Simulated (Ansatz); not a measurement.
# Tin, alpha-Sn (diamond) under PBE: how the cold (Marzari-Vanderbilt) smearing moves the result

How small must the cold (Marzari-Vanderbilt) smearing width be for energy and pressure to settle? The geometry was relaxed under PBE beforehand and stays fixed; 7 values are run, from 0.01 to 1.0 eV. Wanted are the values from which on the energy stays within 10 and 1 meV/atom, and the pressure within 0.5 GPa, of the narrowest run. Within the series other settings stay, but some runs also write fields, which adds to their time. Spin polarisation is left out.

Computed with Ansatz 0.2.0 (DFT PBE, plane waves with PAW, scalar-relativistic, unless a step says otherwise).

**1. Starting point**

The structure is cubic, space group Fd-3m (No. 227). Conventional cell: a = 6.658 Å, b = 6.658 Å, c = 6.658 Å, α = 90.00°, β = 90.00°, γ = 90.00°. Sn (site symmetry -43m) is surrounded by 4 Sn at 2.88 Å.

Coordinates:

```xyz
2
Lattice="0.0000 3.3289 3.3289 3.3289 0.0000 3.3289 3.3289 3.3289 0.0000" Properties=species:S:1:pos:R:3 pbc="T T T"
Sn    3.3289    3.3289    3.3289
Sn    4.9934    4.9934    4.9934
```

**2. Width 0.01 eV**

The run at 0.01 eV.

File input.yaml:

```yaml
crystal:
  lattice:
    - [0.0, 3.3289000152, 3.3289000152]
    - [3.3289000152, 0.0, 3.3289000152]
    - [3.3289000152, 3.3289000152, 0.0]
  atoms:
    - { symbol: Sn, position: [0.5, 0.5, 0.5] }
    - { symbol: Sn, position: [0.75, 0.75, 0.75] }
hamiltonian:
  xc: pbe
  pseudopotentials:
    kind: paw
    azcp:
      Sn: "pseudopotentials/Sn.paw.azcp"
basis:
  ecutwfc: 420
  fft_grid_basis: typed
kpoints:
  mp_grid: { grid: [8, 8, 8], shift: [0, 0, 0] }
magnetization:
  spin_polarized: false
scf:
  occupations: { method: cold, width: 0.01 }
  lower_state_search: "off"
output:
  stress: true
```

Launch:

```sh
$ ansatz run input.yaml --threads 1 --pin off --max-ram 3584MiB --backend cpu --events-out ev --progress --plain --runs-dir out
```

**3. Width 0.03 eV**

The run at 0.03 eV.

input.yaml: that of step 2 with these lines changed.

```diff
@@ -22,3 +22,3 @@
 scf:
-  occupations: { method: cold, width: 0.01 }
+  occupations: { method: cold, width: 0.03 }
   lower_state_search: "off"
```

**4. Width 0.1 eV**

The run at 0.1 eV.

input.yaml: that of step 3 with these lines changed.

```diff
@@ -22,3 +22,3 @@
 scf:
-  occupations: { method: cold, width: 0.03 }
+  occupations: { method: cold, width: 0.1 }
   lower_state_search: "off"
@@ -26 +26,5 @@
   stress: true
+  write_density: true
+  write_potential: true
+  elf: true
+  volumetric_format: npy
```

**5. Width 0.2 eV**

The run at 0.2 eV.

input.yaml: that of step 4 with these lines changed.

```diff
@@ -22,3 +22,3 @@
 scf:
-  occupations: { method: cold, width: 0.1 }
+  occupations: { method: cold, width: 0.2 }
   lower_state_search: "off"
```

**6. Width 0.3 eV**

The run at 0.3 eV.

input.yaml: that of step 5 with these lines changed.

```diff
@@ -22,3 +22,3 @@
 scf:
-  occupations: { method: cold, width: 0.2 }
+  occupations: { method: cold, width: 0.3 }
   lower_state_search: "off"
@@ -26,5 +26 @@
   stress: true
-  write_density: true
-  write_potential: true
-  elf: true
-  volumetric_format: npy
```

**7. Width 0.6 eV**

The run at 0.6 eV.

input.yaml: that of step 6 with these lines changed.

```diff
@@ -22,3 +22,3 @@
 scf:
-  occupations: { method: cold, width: 0.3 }
+  occupations: { method: cold, width: 0.6 }
   lower_state_search: "off"
@@ -26 +26,5 @@
   stress: true
+  write_density: true
+  write_potential: true
+  elf: true
+  volumetric_format: npy
```

**8. Width 1.0 eV**

The run at 1.0 eV.

input.yaml: that of step 7 with these lines changed.

```diff
@@ -22,3 +22,3 @@
 scf:
-  occupations: { method: cold, width: 0.6 }
+  occupations: { method: cold, width: 1.0 }
   lower_state_search: "off"
@@ -26,5 +26 @@
   stress: true
-  write_density: true
-  write_potential: true
-  elf: true
-  volumetric_format: npy
```

(Steps that only read results are left out.)

**Question.** What will these runs give?

**Answer**, as computed:

| quantity | value |
| --- | --- |
| E(σ → 0) stays within 10 meV/atom of 0.01 eV | up to 1.0 eV |
| E(σ → 0) stays within 1 meV/atom | up to 0.3 eV |
| pressure stays within 0.5 GPa | up to 1.0 eV |
| pressure at 0.01 eV | -0.09 GPa |
| energy of a separate run on a finer mesh (14×14×14) | -4.6 meV/atom from 0.01 eV |

At 1.0 eV the energy differs by +4.3 meV/atom and the pressure by -0.4 GPa. Over the range F shifts by +49.5 meV/atom, while E(σ → 0) shifts by +4.3. This scheme cancels the term in the square of the width, so F moves little up to 0.2 eV. The mesh (8×8×8) is fixed, so the narrowest widths carry a k-point error of their own. The yardstick itself is unsettled by 4.6 meV/atom against the finer mesh, so the thresholds above hold only within this series, and wider smearing, which averages over more states, can land nearer the fine-mesh value than the narrowest does. The cell taken over is 8 % larger than the measured one (34.19 Å³/atom, COD).
